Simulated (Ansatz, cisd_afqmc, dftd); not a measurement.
Barrier from H (doublet) + PH3 (phosphane, SMILES P) to the saddle point below; all geometries are those of the HTBH38 set.
```xyz
5

P      0.2174     0.0001    -0.1112
H      0.2466     1.0347     0.8522
H      0.2627    -1.0251     0.8616
H     -1.2664    -0.0110    -0.1506
H     -2.5043     0.0000     0.1056
```
Charge 0, spin multiplicity 2.

Quantity: barrier height (electronic, no zero-point energy), in kcal/mol. Radicals and triplets start from unrestricted determinants; spin-orbit coupling is neglected. Correlated methods leave the cores frozen. Rows without X2C or -DK are non-relativistic. The Monte Carlo rows (phaseless AFQMC, CISD trial, step 0.005/hartree) carry one-sigma bars that omit the constraint's bias. Outlying blocks are dropped, and bars are widened where a walk drifts. Over all cases where full CI ran beside it in this data, AFQMC minus full CI had a median of +0.1 mEh and passed +0.4 mEh in a tenth of the cases. CBS(X,Y): correlation extrapolated as X^-3, Hartree-Fock from the larger set. A bracket is a step between two methods taken in the basis named. The functionals are non-relativistic, so their misses hold any scalar relativity. 'core' is core correlation in cc-pwCVTZ (1s frozen past Ne), 'X2C' scalar relativity in cc-pVTZ-DK, both at CCSD(T). For partners of very few electrons the exact lower level stands in for a higher one. The UHF reference of H4P (saddle point or complex, doublet) is spin-contaminated (<S^2> up to 0.03 over the pure value in the sets run).

Published benchmark value: 3.1 kcal/mol (Zhao et al., J. Phys. Chem. A 109, 2012 (2005), HTBH38), a best estimate, not a measurement.

| level | program | barrier height (kcal/mol) | difference against that value |
|---|---|---|---|
| r2SCAN-D4/def2-TZVPD | Ansatz + dftd4 | -3.1 | -6.2 |
| PBE0-D3(BJ)/def2-TZVPD | Ansatz + dftd3 | 0.1 | -3.0 |
| MP2/CBS(aug-cc-pV(T+d)Z,aug-cc-pV(Q+d)Z) | Ansatz | 5.4 | 2.3 |
| CCSD(T)/aug-cc-pV(D+d)Z | Ansatz | 3.0 | -0.1 |
| AFQMC/CISD/aug-cc-pV(D+d)Z | cisd_afqmc | 2.8 ± 0.2 | -0.3 |
| AFQMC/CISD/aug-cc-pV(T+d)Z | cisd_afqmc | 2.6 ± 0.2 | -0.5 |
| CCSD(T)/CBS(aug-cc-pV(T+d)Z,aug-cc-pV(Q+d)Z) + [AFQMC/CISD - CCSD(T)]/aug-cc-pV(D+d)Z + core + X2C | Ansatz + cisd_afqmc | 2.6 ± 0.2 | -0.5 |
| CCSD(T)/CBS(aug-cc-pV(T+d)Z,aug-cc-pV(Q+d)Z) + [AFQMC/CISD - CCSD(T)]/aug-cc-pV(T+d)Z + core + X2C | Ansatz + cisd_afqmc | 2.6 ± 0.2 | -0.5 |
| CCSD(T)/CBS(aug-cc-pV(T+d)Z,aug-cc-pV(Q+d)Z) + [CCSDT(Q) - CCSD(T)]/aug-cc-pV(D+d)Z + core + X2C | Ansatz | 2.7 | -0.4 |

Ansatz is a first-principles code.
